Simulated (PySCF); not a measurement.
# Vertical excitation energies

C6H8.
SMILES with atom numbers: `[CH3:1]/[CH:2]=[C:3]1[CH:4]=[C:5]\1[CH3:6]` (hydrogens: H7, H8, H9 on C1; H10 on C2; H11 on C4; H12, H13, H14 on C6)

Theory: TDDFT wB97X-D/def2-SVPD, vertical, gas phase, core orbitals frozen in the response in PySCF 2.14.0, density-fitted response routines. Isolated species at its GFN2-xTB geometry, gas phase.

```csv
state,E (eV),E (hartree),f,|μ| (D),symmetry,"main configurations (H = HOMO, L = LUMO)"
S1,4.63,0.1700,0.027,1.25,A′,H→L (98%)
S2,5.61,0.2062,0.0019,0.30,–,H→L+1 (81%)
S3,6.39,0.2347,0.0002,0.10,–,H-1→L (95%)
S4,6.46,0.2376,0.0071,0.54,A″,H→L+2 (88%)
S5,6.74,0.2477,0.0087,0.58,A″,H→L+3 (76%)
S6,7.04,0.2586,0.0042,0.40,A″,"H→L+6 (71%), H→L+3 (9%)"
S7,7.12,0.2618,0.635,4.85,A′,H→L+4 (95%)
S8,7.56,0.2780,0.0026,0.30,A″,H→L+5 (76%)
```

Triplets, Tamm–Dancoff:

```
state  E (eV)  λ (nm)  main configurations (H = HOMO, L = LUMO)
   T1    3.53   350.8                                 H→L (92%)
   T2    4.82   257.4                               H→L+4 (91%)
   T3    5.63   220.4                               H→L+1 (81%)
```

The lowest singlet lies at 4.63 eV (268 nm, ultraviolet) and is weak; its leading configuration is HOMO→LUMO (98%). The most intense listed level is S7 at 7.12 eV (174 nm, f = 0.635), 2.50 eV above S1. Löwdin shares by element: HOMO carbon 82% or more (atoms not listed hold the other 18%); LUMO carbon 77% or more, hydrogen 9% or more. Weighted by f, the mean energy of these states is 7.01 eV. Orbital energies (eV): HOMO-3 -11.82, HOMO-2 -11.57, HOMO-1 -9.99, HOMO -7.30, LUMO 1.77, LUMO+1 2.29, LUMO+2 2.94. Of the 8 states listed, 2 reach f = 0.01 and 1 stays under 0.0005. Symmetry labels in Cs follow from the direction of the transition dipole and are given only for states with f of 0.002 or more. Only the lowest 8 singlets were computed, as vertical energies without vibronic structure.
